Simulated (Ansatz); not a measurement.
## BH5O (B(H2O)H3): methods side by side

The species is BH5O (7 atoms), meant as a singlet with charge 0. As SMILES, `[H]B([H])([H])<-O`. Geometry: relaxed at GFN2-xTB.

Quantity: the electronic atomisation energy, in eV. The values are calculated. Electronic energies at fixed atoms, without zero-point motion or spin-orbit coupling.

```tsv
level	kind	program	value (eV)	less FCI/STO-3G	CPU time (all runs)
HF/STO-3G	Hartree–Fock	Ansatz	21.98	-2.08	0.11 s
revPBE/STO-3G	GGA	Ansatz	27.75	+3.69	1.2 s
PBE0/STO-3G	global hybrid	Ansatz	27.99	+3.93	1.1 s
CAM-B3LYP/STO-3G	range-separated hybrid	Ansatz	28.62	+4.56	1.4 s
HSE06/STO-3G	range-separated hybrid	Ansatz	28.02	+3.96	1.6 s
B2PLYP/STO-3G	double hybrid	Ansatz	26.73	+2.67	1.5 s
RPA@PBE/STO-3G	RPA	Ansatz	23.93	-0.13	1.9 s
BCCD(T)/STO-3G	coupled cluster or CI	Ansatz	24.05	-0.01	0.31 s
FCI/STO-3G	exact in the basis	Ansatz	24.06	0.00	9.7 s
```

FCI/STO-3G is exact within its basis and frozen core, so for wave-function methods in that basis the difference is their error; functionals converge differently with the basis, so for them it is only a difference. The values span 21.98 to 28.62 eV. All rows use very small basis sets, so none should be taken for the real molecule's value. In so small a basis fixed costs decide the times, and correlated methods can beat functionals. CPU times are rough (shared hosts, several kinds of processor and program).
